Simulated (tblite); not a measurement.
Give a GFN2-xTB geometry of `[CH2]S[C@@H]1CCO1` [radical]. (Doublet state.)

```xyz
13
C4H7OS angstrom
C      2.6091    0.0229   -0.8089
S      1.3385   -1.0715   -0.5267
C      0.1550    0.0479    0.3370
C     -1.2040   -0.5997    0.5875
C     -1.7038    0.4164   -0.4452
O     -0.4054    1.0174   -0.5191
H      2.3509    1.0521   -0.9649
H      3.4828   -0.3916   -1.2693
H      0.6958    0.4879    1.1783
H     -1.2729   -1.6440    0.2962
H     -1.5921   -0.4632    1.5932
H     -2.4520    1.1315   -0.0977
H     -2.0065   -0.0054   -1.4068
```

Orientation and origin are arbitrary. Atoms count from 1 in this order. The 4-membered ring C3–C4–C5–O6 has internal angles of 84.2° to 92.3° (sum 360°, against 360° for a flat polygon); it is almost planar, 0.03 Å rms from its mean plane, widest ring torsion 5°. C1 (carbon bonded to S and 2 H) has angles 120.4°, 117.5° and 115.6°, sum 353.4°, 0.18 Å off the plane of its three neighbours. The 2 C–O bonds span 1.410 Å (C3–O6, drawn single) to 1.433 Å (C5–O6, drawn single), a spread of 0.023 Å. O6 (oxygen bonded to 2 C) is bent (angle 92.3°).

Bonds between heavy atoms (Å): C1–S2 1.701, S2–C3 1.844, C3–C4 1.526, C4–C5 1.533, C5–O6 1.433, C3–O6 1.410.

The geometry is computed with GFN2-xTB (gas phase). This method treats the open shell by occupation alone, without spin polarisation.

Point group: C1 (no symmetry element, even within 0.4 Å). Its GFN2-xTB frequencies are all real (lowest 36 cm⁻¹). Torsions: H–C1–S2–C3 -31° and 177°, C1–S2–C3–C4 173°. 3 starts were optimised and ended at 0.00, 0.51 and 1.11 kcal/mol (GFN2-xTB); the lowest of these is shown.

One conformer stands for the species.
